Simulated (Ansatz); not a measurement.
**Ca2CoO3: from a trial structure to a relaxed crystal**

Method: DFT PBE, scalar-relativistic, plane waves, PAW in Ansatz 0.2.0. Cutoff 420 eV, Γ-centred k mesh, Gaussian smearing, collinear spin, first started from parallel moments.

The start puts Ca2CoO3 on the sites of a reported ZrCo3B2 cell (P6/mmm, No. 191), with Co in place of Zr, Ca in place of B, O in place of Co, at a guessed volume.

```
Ca Co O
1.0
     5.96533    0.00000    0.00000
    -2.98266    5.16612    0.00000
     0.00000    0.00000    3.73278
Ca Co O
2 1 3
Direct
  0.33333 0.66667 0.00000
  0.66667 0.33333 0.00000
  0.00000 0.00000 0.00000
  0.50000 0.00000 0.50000
  0.50000 0.50000 0.50000
  0.00000 0.50000 0.50000
```

Cell and atoms relax at zero pressure; the relaxation can't lower the symmetry of the start. After a coarse first stage the cell is made exact in the group found at 0.06 Å.

The zero of energy is the elements' standard structures at the same level (O₂ as a molecule); no fitted shifts are applied.

Problem. Describe the relaxed structure.

Solution. It keeps P6/mmm (No. 191). Conventional cell: a = 5.971 Å, c = 3.094 Å. Around Ca lie 6 O at 2.32 Å; around Co lie 2 Co at 3.09 Å, 12 O at 3.36 Å and 6 Ca at 3.45 Å; O has 4 Ca at 2.32 Å.

Space group P6/mmm (No. 191). a = 5.971 Å, b = 5.971 Å, c = 3.094 Å, α = 90.00°, β = 90.00°, γ = 120.00°
```tsv
atom	site	symmetry	x	y	z
Ca	2c	-6m2	0.3333	0.6667	0.0000
Co	1a	6/mmm	0.0000	0.0000	0.0000
O	3g	mmm	0.5000	0.0000	0.5000
```

Problem. What are its volume, energy, gap and moment?

Solution. The volume per atom is 15.92 Å³. The density is 3.25 g/cm³. The energy over the elements is -1.13 eV/atom. The gap on the 6×6×12 mesh is 0 eV (a metal). The net moment per atom is 0.55 μB and the largest site moment is 2.26 μB.

The final run used a 6×6×12 mesh on its 6-atom cell and 0.10 eV smearing. The k mesh leaves about 4 meV/atom of noise in metals. Symmetry constrained the relaxation, so the result can be a saddle point. The steps took about 4 core-minutes in all.